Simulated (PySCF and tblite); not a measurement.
Values are calculated unless marked as measured or tabulated.
C2H7N, numbered as in [CH3:1][CH2:2][NH2:3]. The same 2 conformers on PBE0-D3(BJ)/def2-SVP geometries, with only the solvent of the single-point energies changed (functional PBE0, basis set def2-TZVP, D3(BJ) where defined; PySCF).

Torsions listed: C1–C2–N3–H3. Of a mirror pair one member is shown.

| conformer | shape | symmetry | dipole D |
| --- | --- | --- | --- |
| 1 | -64° | C1 (pair) | 1.30 |
| 2 | -58° | Cs | 1.33 |

Energies (kcal/mol) above conformer 1 and its weight at 298.15 K (thermal terms from GFN2-xTB):

```csv
solvent,E(2) − E(1),weight of 1 (%),dipole of 1 (D),of 2
gas phase,-0.10,70,1.30,1.33
cyclohexane,-0.19,67,1.45,1.47
chloroform,-0.25,64,1.59,1.60
acetone,?,?,?,?
water,-0.29,63,1.76,1.75
```

**Question.** What does acetone give?

**Answer.** E(2) − E(1) = -0.29 kcal/mol, weight of conformer 1 63 %, dipoles 1.73 and 1.72 D.

**Question.** How much does the choice of solvent matter?

**Answer.** The widest range is that of E(2) − E(1), which runs from -0.29 (water) to -0.10 kcal/mol (gas phase), a spread of 0.19, against RT = 0.59.
